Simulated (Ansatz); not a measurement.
# Worked example: MgH(SH) → MgH + HS

Species: MgH(SH), singlet; MgH, doublet; HS, doublet. 

Shapes, held fixed at every level: PBE0-D4/def2-TZVP. Programs: Ansatz 0.2.0. The zero-point and thermal change to 298 K, harmonic and unscaled (PBE0-D4/def2-TZVP), is -6.4 kJ/mol.

At CCSD(T)/def2-TZVPP; 1 Eh = 2625.50 kJ/mol:

| species | energy (Eh) |
| --- | --- |
| MgH(SH) | -598.773789 |
| MgH | -200.357447 |
| HS | -398.281674 |

**Question.** Work out ΔH(298 K) of the reaction at this level.

**Answer.** 
1. Products less reactants: (-200.357447) + (-398.281674) − [(-598.773789)] = 0.134668 Eh = +353.6 kJ/mol.
2. With the thermal change: +353.6 + (-6.4) = +347.2 kJ/mol.

Other levels give +249.0 (HF/def2-TZVPP) to +366.5 kJ/mol (wB97M-V/def2-TZVPP). No measured value is set beside it here. Open shells run unrestricted unless RO is named. Correlated rows may include outer-core shells of Mg, which these sets cover unevenly.
